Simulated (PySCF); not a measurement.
# H2S2 (Disulfane): the cost of one run

Computed with PySCF 2.14.0, with density-fitted response routines of our own, on a single molecule, in the gas phase or a continuum. Atoms are numbered from 0 throughout.

## 1. The starting structure

4 atoms, charge 0, multiplicity 1; geometry from: GFN2-xTB. The atoms were then displaced at random by about 0.01 Å, so the start is not that level's minimum.

Bonds of the start (Å): S0–S1 2.07, S0–H2 1.31, S1–H3 1.32.

## 2. Geometry optimisation at PBE0-D3(BJ)/def2-TZVP

What the job is given:

```
{"job": {"xc": "PBE0", "basis": "def2-TZVP", "d3": "d3bj", "grid": 2, "shake": 0.01, "kind": "geom"}, "charge": 0, "multiplicity": 1}
S      0.908020     0.389580     0.535350
S     -0.892530     0.469370    -0.485700
H      1.525890    -0.420060    -0.295090
H     -1.503380    -0.464260     0.212430
```

Command:

```bash
OMP_NUM_THREADS=1 python probes_run.py task.json out
```

This one command runs all jobs of the session in turn.

**Question.** How long does this first job take on 1 thread of Arm Neoverse N1, shared host, and how much memory does it need?

About 12 s, with a peak of 0.35 GiB.
